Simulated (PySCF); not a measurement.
# How good is the calculation?

Molfile (atoms numbered from 1):
```
C5H8
     RDKit          3D

 13 13  0  0  0  0  0  0  0  0999 V2000
   -0.9188    0.9816   -0.1785 C   0  0  0  0  0  0  0  0  0  0  0  0
    0.3796    1.2954   -0.1333 C   0  0  0  0  0  0  0  0  0  0  0  0
    1.2462    0.0721   -0.0151 C   0  0  0  0  0  0  0  0  0  0  0  0
    0.2380   -1.0351    0.3456 C   0  0  0  0  0  0  0  0  0  0  0  0
   -1.1379   -0.5040   -0.0983 C   0  0  0  0  0  0  0  0  0  0  0  0
   -1.7324    1.7006   -0.3050 H   0  0  0  0  0  0  0  0  0  0  0  0
    0.7822    2.3082   -0.2175 H   0  0  0  0  0  0  0  0  0  0  0  0
    2.0452    0.1795    0.7369 H   0  0  0  0  0  0  0  0  0  0  0  0
    1.7574   -0.1280   -0.9758 H   0  0  0  0  0  0  0  0  0  0  0  0
    0.2342   -1.1769    1.4379 H   0  0  0  0  0  0  0  0  0  0  0  0
    0.4886   -2.0072   -0.1034 H   0  0  0  0  0  0  0  0  0  0  0  0
   -1.4368   -0.8996   -1.0874 H   0  0  0  0  0  0  0  0  0  0  0  0
   -1.9456   -0.7847    0.5975 H   0  0  0  0  0  0  0  0  0  0  0  0
  1  2  2  0
  2  3  1  0
  3  4  1  0
  4  5  1  0
  5  1  1  0
  1  6  1  0
  2  7  1  0
  3  8  1  0
  3  9  1  0
  4 10  1  0
  4 11  1  0
  5 12  1  0
  5 13  1  0
M  END
```

PySCF calculation with GIAO PBE0/pcSseg-1 shieldings and PBE0-D3(BJ)/def2-SVP geometry; non-relativistic, averaged over atoms made equivalent by symmetry, fast rotation or ring inversion, no solvent, one computed conformer.

Reference values: measured (solution, not stated in the table (CDCl3 in this author's series); The use of chemical shift calculations in the conformational analysis of substituted benzenes, New J. Chem. 2019 (ESI)).
```csv
atoms,quantity,reference,computed,"computed, scaled"
H6/H7,δ $^{1}$H,5.74,5.93,5.84
H8/H9/H12/H13,δ $^{1}$H,2.31,2.32,2.41
H10/H11,δ $^{1}$H,1.82,1.75,1.86
```

Computed shifts are σ(ref) − σ with the named reference compound (TMS for H and C) calculated as an isolated molecule at the same level. The measured values may be among those fitted. Scaled to experiment by linear calibration (H and C: mostly CDCl3 data, vs TMS): $^{1}$H (scatter 0.21 ppm rms, 0.22 ppm with the 3 outliers that the fit left out). Occasional misses reach two or three times the rms, and more in compound classes unlike the fitted ones.

Q: How far are the unscaled $^{1}$H shifts from the references?

A: Mean signed difference +0.04 ppm, mean absolute 0.09 ppm over 3 comparisons; the largest is +0.19 ppm at H6/H7 (hydrogen on an alkene CH).
